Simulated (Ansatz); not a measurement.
Z-matrix (Å, degrees):
```
C
C 1 1.505
H 1 1.092 2 110.7
H 1 1.091 2 110.4 3 -120.6
H 1 1.090 2 109.6 3 119.7
F 2 1.383 1 109.7 3 -61.2
C 2 1.516 1 112.9 3 57.4
H 2 1.095 1 111.8 3 179.4
F 7 1.351 2 110.2 1 176.1
F 7 1.357 2 109.2 1 58.1
H 7 1.096 2 112.5 1 -62.8
```

The species carries charge 0 and has multiplicity 1.

(1) List the r2SCAN/def2-TZVPP orbital energies in eV (Ansatz). (Estimate.)

Answers

(1) The calculation gave: Occupied: -666.87, -666.75, -666.29, -277.56, -275.71, -273.42, -33.39, -31.91, -31.72, -21.03, -18.50, -16.40, -14.55, -14.24, -13.84, -12.79, -11.94, -10.98, -10.72, -10.48, -10.34, -9.94, -9.64, -8.75, -8.09. Lowest empty: 1.01, 1.44, 1.92, 2.42, 2.83, 3.25, 3.60, 4.14.
